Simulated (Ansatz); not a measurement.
# CH2O (SMILES C=O): one structure at several levels

An exercise on one series of results from a longer session: the logs are not shown, and one member is left open.

The runs use Ansatz 0.2.0, Gaussian basis; single points in def2-TZVPP.

Correlated methods freeze the cores. B3LYP uses VWN-RPA correlation.

## Where the work starts

SMILES `C=O`, 4 atoms, charge 0, spin multiplicity 1.

Atoms are counted from 1 here; the program's logs count them from 0.

Bond lengths: C1–O2 1.086 Å, C1–H3 1.303 Å, C1–H4 1.060 Å. Angles: O2–C1–H3 120.6°, O2–C1–H4 125.3°, H3–C1–H4 113.7°.

Coordinates:

```mol
CH2O
  3D, bonds by distance, orders not assigned

  4  3  0  0  0  0  0  0  0  0999 V2000
   -0.0938   -0.0617    0.0670 C   0  0
    0.6088    0.3982    0.7563 O   0  0
   -0.5968    0.6214   -0.9221 H   0  0
   -0.3574   -1.0887    0.0543 H   0  0
  1  2  8  0
  1  3  8  0
  1  4  8  0
M  END
```

The first run:

run/in.yaml

```yaml
crystal:
  periodic: [false, false, false]
  atoms:
    - {symbol: C, position_ang: [-0.093800, -0.061700, 0.067000]}
    - {symbol: O, position_ang: [0.608800, 0.398200, 0.756300]}
    - {symbol: H, position_ang: [-0.596800, 0.621400, -0.922100]}
    - {symbol: H, position_ang: [-0.357400, -1.088700, 0.054300]}
basis:
  gaussian: {orbitals: def2-TZVPP}
correlation: {method: ccsd_t}
output: {forces: true}
```

The command line of these runs was not kept.

Steps of the session up to this table: CCSD(T)/def2-TZVPP; PBE0-D4/def2-TZVPP; wB97M-V/def2-TZVPP; r2SCAN-D4/def2-TZVPP; PBE-D4/def2-TZVPP; B3LYP-D4/def2-TZVPP; r2SCANh-D4/def2-TZVPP.

One table of the session follows, with a row left open; its other results are not shown here.

| method | RMS force component (eV/Å) | angle to CCSD(T) forces (°) | dipole (D) |
| --- | --- | --- | --- |
| CCSD(T) | 5.960 | reference | 1.61 |
| PBE0-D4 | 5.493 | 1.6 | 1.62 |
| wB97M-V | 5.581 | 1.1 | 1.63 |
| r2SCAN-D4 | 5.533 | 1.2 | 1.56 |
| PBE-D4 | ? | ? | ? |
| B3LYP-D4 | 5.512 | 1.0 | 1.62 |
| r2SCANh-D4 | 5.442 | 1.4 | 1.60 |

Estimate the missing values for PBE-D4.

**Answer.** RMS force component (eV/Å): 5.822; angle to CCSD(T) forces (°): 1.9; dipole (D): 1.47. In the column «RMS force component (eV/Å)» it lies between wB97M-V (5.581) and CCSD(T) (5.960).
